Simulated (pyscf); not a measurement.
A first-order saddle from PySCF, ωB97X-D3(BJ)/def2-SVP:

```xyz
11

N     -1.6706    -0.9325     0.8057
Si    -0.6138     0.3138     0.2978
N      0.0440     0.7124    -1.2306
H     -2.6402    -1.0201     0.5283
H     -1.3284    -1.6938     1.3812
H     -2.0427     1.2163    -0.1757
H      0.6461    -0.1094     1.0167
H     -0.4906     1.0433    -2.0241
H      1.0299     0.5703    -1.4190
H     -0.7120     1.7128     1.3462
H     -1.4609     1.6828     0.6911
```

Surface: singlet, charge 0. Lowest wavenumbers (cm⁻¹): 1490i, 250, 266, 303, 425.

### Question
Which two sides does it connect, and which bonds change?

### Answer
`[NH2][SiH2][NH2]` + `[H][H]` <-> `[NH2][SiH2][NH2]` + `[H][H]`, a four-centre exchange read from left to right: H–Si, H–H broken and H–Si, H–H formed. At ωB97M-D3(BJ)/def2-TZVP it lies +54.7 kcal/mol from the left side and +54.7 kcal/mol from the right (each side as separated species at their lowest minima found). At the saddle there is also a short H–Si contact that neither side keeps. The same reactants have a lower exit, to NH₃ + H₂N–SiH₃ (barrier +43.7 kcal/mol at ωB97M-D3(BJ)/def2-TZVP, against +54.7 kcal/mol here). One saddle was located; it need not be the lowest between these sides.
